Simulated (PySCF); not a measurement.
# Spin states of CF

Unrestricted PBE0; C pcseg-2, F pcseg-2; no relativity (PySCF 2.14). Outer shells of the fragments: C 2s2 2p2; F 2s2 2p5.

Followed along the bond (rough minima from three points):

```
2Ms+1   unpaired  ⟨S²⟩ at the start  R at minimum (Å)  Te (eV)
    2        π ↑               0.75              1.27     0.00
    4  σ ↑, π ↑↑               3.75              1.32     3.32
```

Solutions found at the starting distance of 1.325 Å, counted from the lowest of them; the search is not exhaustive and high or unbound solutions are not listed, so other states can lie among these:

```json
{"2Ms+1": "2", "unpaired": "π ↑", "term": "²Π", "E (eV)": "0.00", "⟨S²⟩": "0.75", "⟨Lz²⟩": "1.01", "μ (D)": "0.46"}
{"2Ms+1": "4", "unpaired": "σ ↑, π ↑↑", "term": "⁴Σ⁻", "E (eV)": "3.25", "⟨S²⟩": "3.75", "⟨Lz²⟩": "0.00", "μ (D)": "-0.72"}
{"2Ms+1": "4", "unpaired": "π ↑↑↑", "term": "⁴Π", "E (eV)": "8.60", "⟨S²⟩": "3.77", "⟨Lz²⟩": "1.00", "μ (D)": "3.78"}
```

A term symbol is given only where ⟨S²⟩ and ⟨Lz²⟩ are close to those of a pure state; real π, δ and φ orbitals otherwise mix terms. A positive dipole means C(−)F(+).

Q: Compare the gap between the two lowest followed solutions at the starting distance with the gap between their minima.

A: At PBE0 the second solution (quartet, unpaired electrons σ ↑, π ↑↑) lies +3.25 eV from the first (doublet, unpaired electrons π ↑) at 1.325 Å and +3.32 eV at the minima; the two curves relax by different amounts, since their minima lie near 1.32 and 1.27 Å.

Counting both spins, an empty level lies below a filled one in some of these solutions, because spin and occupation are held.
